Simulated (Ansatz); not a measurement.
Voigt–Reuss–Hill bulk modulus (GPa) of solids drawn from the class of elemental solids other than molecular ones, at two levels: PBEsol in Ansatz (PAW), and r²SCAN in Ansatz (PAW).

```
solid   PBEsol  r²SCAN  shift (%)
------  ------  ------  ---------
hcp Tc     327     320       -2.1
hcp Cd    57.3    48.6      -15.2
hcp Ti     119     117       -1.7
hcp Re     391     388       -0.8
hcp Zr    99.0    95.1       -3.9
hcp Tl    36.0    31.4      -12.8
hcp Mg    37.4    39.6       +5.9
hcp Y     42.5    40.7       -4.2
hcp Zn    84.1    79.6       -5.4
hcp Ru     347     338       -2.6
```

The shifts run from -15.2 % to +5.9 %, with a median of -3.3 %.

Over all 10 rows r²SCAN is the larger in 1.

Ansatz's runs of these crystals have no spin polarisation. A magnetic state wasn't tried for hcp Ti, hcp Y with meta-GGA or hybrid levels, which favour moments.

Spin–orbit coupling is left out, also for the solids with elements from indium on (hcp Re, hcp Tl); its size isn't shown.

Each level is taken at its own relaxed cell. Ansatz's density-functional and Hartree–Fock values are scalar-relativistic unless marked +SOC, with PAW data made under PBE.

Ansatz is a quantum-chemistry and plane-wave program.
